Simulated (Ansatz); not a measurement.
Input and output for H$_{4}$NOSi, SMILES `N[SiH2][O]` radical.

```yaml
crystal:
  periodic: [false, false, false]
  atoms:
    - {symbol: N, position_ang: [-0.904942, 0.160659, -0.547202]}
    - {symbol: Si, position_ang: [0.579449, -0.013268, 0.261876]}
    - {symbol: O, position_ang: [0.850931, -1.312010, 1.256013]}
    - {symbol: H, position_ang: [-1.062281, -0.265284, -1.445406]}
    - {symbol: H, position_ang: [-1.768392, 0.325340, -0.056461]}
    - {symbol: H, position_ang: [0.731446, 1.076719, 1.267060]}
    - {symbol: H, position_ang: [1.635089, -0.040255, -0.781580]}
basis:
  gaussian: {orbitals: ANO-RCC-VTZP, nuclear_model: gaussian, point_charges: [{charge: 1.00, position_ang: [4.679, -0.652, -0.576]}]}
magnetization: {spin_polarized: true, initial_magnetization: 3}
hamiltonian: {xc: {name: rPW86-PBE}}
scf: {lower_state_search: off}
```

```sh
$ ansatz run in.yaml --threads 2 --pin off --events-out ev --progress --plain --max-ram 31744MiB --backend cpu
```

Shortened log:

```
Functional definition: rPW86-PBE
1026 factors; their error is unknown
mean field evaluation 1: about -11499.6488 eV, gradient 5.2e1 eV
mean field evaluation 2: about -11434.6405 eV, gradient 1.0e2 eV
mean field evaluation 4: about -11501.5545 eV, gradient 4.3e1 eV
mean field evaluation 8: about -11510.6494 eV, gradient 1.8e0 eV
mean field evaluation 16: about -11510.6361 eV, gradient 4.2e-2 eV
mean field -11510.63613692 eV, -423.0080758425 hartree, gradient 1.3e-6 eV, S^2 3.760416; 0 other end points of the search recorded, 0 dependent functions left out
reference -11510.63630907 eV, -423.0080821689 hartree; 18, 15 occupied and 132, 135 virtual orbitals, 1026 factors
Total energy: -11510.63630907 eV, -423.0080821689 hartree
Relativity: scalar
Checks for a lower state left out: stability, starts, cluster_reference, orbital_swaps, neighbouring_geometries, increment
```

Hardware: 2 threads of a server CPU on a shared host. Wall time 4.6 s, peak host memory 0.38 GiB.
